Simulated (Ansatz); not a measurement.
C3H4OS, SMILES C#COCS, a ranking of conformers

Program: Ansatz 0.2.0, Python API.

The script, `run_conformers.py`:
```python
"""Rank force-field conformers of C3H4OS by single points."""

import logging
import sys

import ansatz as az
from rdkit import Chem
from rdkit.Chem import AllChem

logging.basicConfig(stream=sys.stdout, format="[%(levelname)s] %(message)s")
logger = logging.getLogger("calc")
logger.setLevel(logging.INFO)

BASIS = "cc-pVDZ"
XC = "B3LYP"

rd = Chem.AddHs(Chem.MolFromSmiles("C#COCS"))
ids = list(AllChem.EmbedMultipleConfs(rd, numConfs=20, randomSeed=297, pruneRmsThresh=0.4))
field = [energy for _, energy in AllChem.MMFFOptimizeMoleculeConfs(rd)]
distinct = {round(e, 2): i for i, e in zip(ids, field)}
chosen = sorted(distinct.items())[:3]
found = []
for force_field, index in chosen:
    system = az.Crystal.molecule()
    for atom, xyz in zip(rd.GetAtoms(), rd.GetConformer(index).GetPositions()):
        system = system.atom(atom.GetSymbol(), xyz.round(5).tolist())
    job = (
        system.calculation()
        .basis(gaussian=BASIS)
        .functional(XC)
        .scf(lower_state_search="light")
    )
    found.append(job.run(threads=1).report["free_energy_ev"])
logger.info("conformer   MMFF (kcal/mol)   this level (kJ/mol)")
for (force_field, index), e in zip(chosen, found):
    logger.info(f"{index:9d} {force_field - chosen[0][0]:17.2f} {96.485332 * (e - min(found)):17.3f}")
```

```console
$ python run_conformers.py
[INFO] conformer   MMFF (kcal/mol)   this level (kJ/mol)
[INFO]         0              0.00             1.168
[INFO]         2              1.35             0.000
[INFO]         1              2.91            14.803
```

Caveats:
- These settings explore the input space; basis and method may be short of convergence.
- The conformers keep their force-field geometries.
- b3lyp holds the VWN-RPA fit, as in Gaussian; the form of ORCA and Turbomole is b3lyp5.
- Finished in 11 s on 1 thread of Arm Neoverse V1 (shared host), peak memory 0.29 GiB.

(Lines on the test bed's own set-up are left out of the output.)
